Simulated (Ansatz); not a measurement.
A nudged elastic band was laid between two geometries of C2H5NO (9 atoms, charge 0, multiplicity 1).

Computed with Ansatz, RKS B3LYP-D4/cc-pVDZ.

```json
{
  "movable images": "5",
  "climbing image": "yes",
  "spring": "5.0 eV/Å²",
  "optimiser": "quadratic models (default)",
  "start path": "through a guess of the saddle point",
  "force threshold": "0.03 eV/Å",
  "iteration limit": "60",
  "end points": "relaxed"
}
```

Initial state:

```xyz
9
Properties=species:S:1:pos:R:3
N -0.941 0.942 -0.368
C 0.235 0.395 0.208
C 0.391 -1.044 0.426
O 1.154 -0.378 -0.599
H -1.337 0.293 -1.051
H -0.718 1.800 -0.876
H 0.732 1.090 0.895
H 0.965 -1.418 1.284
H -0.393 -1.725 0.065
```

Final state:

```xyz
9
Properties=species:S:1:pos:R:3
N -0.838 0.707 -0.763
C 0.299 0.329 0.019
C 0.374 -1.055 0.511
O 1.176 -0.617 -0.592
H -0.628 1.545 -1.309
H -1.613 0.955 -0.145
H 0.845 1.108 0.577
H 0.918 -1.282 1.436
H -0.444 -1.736 0.248
```

Q: Which bonds break or form, and what moves?

A: No bond is made or broken. The dihedral H5–N1–C2–O4 goes from 38 to -93°.

Q: Give the energies along the band, and the barrier.

A: The run converged. The highest image is number 4 of 0 to 6, 17.4 kJ/mol above the first end and 3.9 kJ/mol above the last; the last end lies 13.4 kJ/mol above the first. A vibrational analysis at the climbing image gives one clearly imaginary mode, 228i cm⁻¹: a first-order saddle point.

```tsv
image	path coordinate (Å)	energy (kJ/mol)	dihedral H5–N1–C2–O4 (°)
0	0.00	0.0	38
1	0.37	2.9	19
2	0.74	9.5	1
3	1.11	15.4	-18
4	1.48	17.4	-38
5	2.02	15.1	-66
6	2.56	13.4	-93
```

Q: What is the geometry of the highest image?

A: 
```xyz
9
Properties=species:S:1:pos:R:3
N -0.970 0.739 -0.573
C 0.229 0.327 0.113
C 0.393 -1.080 0.520
O 1.065 -0.535 -0.637
H -0.733 0.887 -1.557
H -1.288 1.640 -0.214
H 0.768 1.100 0.686
H 1.052 -1.353 1.353
H -0.427 -1.770 0.293
```

Q: What are the harmonic wavenumbers there?

A: 228i, 422, 457, 796, 830, 865, 983, 1064, 1084, 1132, 1145, 1270, 1294, 1424, 1503, 1617, 3040, 3076, 3182, 3469, 3553 cm⁻¹.

The band took 6 iterations and about 70 core-seconds.

Time of the run: 65 s on 1 thread of Intel(R) Xeon(R) Platinum 8559C (Emerald Rapids) (shared host), peak memory 0.25 GiB.
